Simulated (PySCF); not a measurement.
# CFCl3: calculation against experiment

**Experimental background.**

From NIST CCCBDB Release 22 (SRD 101), experimental dipoles, for the gas: dipole moment (microwave Stark effect, vibrational ground state) 0.46 ± 0.02 D.

How close the calculation comes is told at the end.

CFCl3.
SMILES with atom numbers: `[F:1][C:2]([Cl:3])([Cl:4])[Cl:5]`

Structure used (GFN2-xTB), in Å, numbered top down from 1:
```
atom  x, y, z in Å
F1     0.060   -0.141    1.396
C2     0.005   -0.006    0.067
Cl3   -0.458    1.661   -0.313
Cl4    1.603   -0.371   -0.604
Cl5   -1.201   -1.140   -0.563
```

The PySCF runs (gas phase, on this GFN2-xTB geometry; no spin–orbit coupling):

```
           level         job  basis functions
    B97-2/6-31G*  shieldings               82
BHandHLYP/6-31G*  shieldings               82
CAM-B3LYP/6-31G*  shieldings               82
  HCTH407/6-31G*  shieldings               82
    HSE06/6-31G*  shieldings               82
  LC-wPBE/6-31G*  shieldings               82
     OLYP/6-31G*  shieldings               82
     WP04/6-31G*  shieldings               82
 mPW1PW91/6-31G*  shieldings               82
   revPBE/6-31G*  shieldings               82
  wB97X-D/6-31G*  shieldings               82
    wB97X/6-31G*  shieldings               82
```

All basis functions are spherical.

## Comparison

**Dipole moment.** Measured: 0.46 D (NIST CCCBDB Release 22 (SRD 101), experimental dipoles).

```tsv
level	computed (D)	computed − measured (D)	% (from the printed values)
B97-2/6-31G*	0.22	-0.24	-52
BHandHLYP/6-31G*	0.34	-0.12	-26
CAM-B3LYP/6-31G*	0.23	-0.23	-50
HCTH407/6-31G*	0.11	-0.35	-76
HSE06/6-31G*	0.22	-0.24	-52
LC-wPBE/6-31G*	0.19	-0.27	-59
OLYP/6-31G*	0.09	-0.37	-80
WP04/6-31G*	0.36	-0.10	-22
mPW1PW91/6-31G*	0.23	-0.23	-50
revPBE/6-31G*	0.08	-0.38	-83
wB97X-D/6-31G*	0.24	-0.22	-48
wB97X/6-31G*	0.21	-0.25	-54
```

Closest is WP04/6-31G* (-0.10 D), furthest revPBE/6-31G* (-0.38 D); one molecule doesn't rank methods. All 12 levels lie below the measurement. The computed dipoles belong to one fixed geometry; measured ones are averaged over vibrations unless marked μe. Magnitudes are compared, not signs.

No measured geometry was used, and the causes of the misses weren't examined.
